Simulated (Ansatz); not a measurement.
**Forces away from equilibrium**

C₃H₃S (SMILES CC1=[C+]S1) (charge +1), singlet, displaced at random from a GFN2-xTB minimum.

C1  (-0.263, 0.772, -0.107)
C2  (0.226, -0.616, 0.095)
C3  (1.204, -1.529, 0.499)
S4  (-0.051, -2.251, -0.423)
H5  (-0.276, 1.272, 0.968)
H6  (0.516, 1.341, -0.523)
H7  (-1.239, 0.840, -0.635)
(Å)

Computed with Ansatz 0.2.0 (basis: def2-TZVPP); correlated methods freeze the cores.

CCSD(T) forces from the calculation:
```csv
atom,Fx,Fy,Fz (eV/Å)
C1,-1.489,-0.543,2.865
C2,-1.142,-0.333,-1.578
C3,1.983,0.126,1.396
S4,-1.066,1.220,-0.231
H5,-0.379,-1.102,-1.770
H6,1.246,0.653,-1.130
H7,0.847,-0.020,0.448
```

(1) Which atom feels the largest CCSD(T) force, and how large is it?

T1 diagnostic: at most 0.018. The restricted Hartree–Fock reference is unstable towards an unrestricted one here. These are differences at one structure, and CCSD(T) in triple zeta is itself an approximation.

## Answers

(1) C1, 3.27 eV/Å, along (-0.45, -0.17, 0.88).

Root-mean-square difference of the force components from those of CCSD(T): PBE0-D4 0.310; wB97M-V 0.306; r2SCAN-D4 0.256; PBE-D4 0.317; wB97X-V 0.372; CAM-B3LYP-D4 0.387 eV/Å.

For scale, one of the runs: CCSD(T)/def2-TZVPP forces, 177 basis functions (an equivalent command: `ansatz run in.yaml --threads 4`). Hardware: 4 CPU threads, shared host. Wall time 110 s; peak host memory 3.1 GiB.
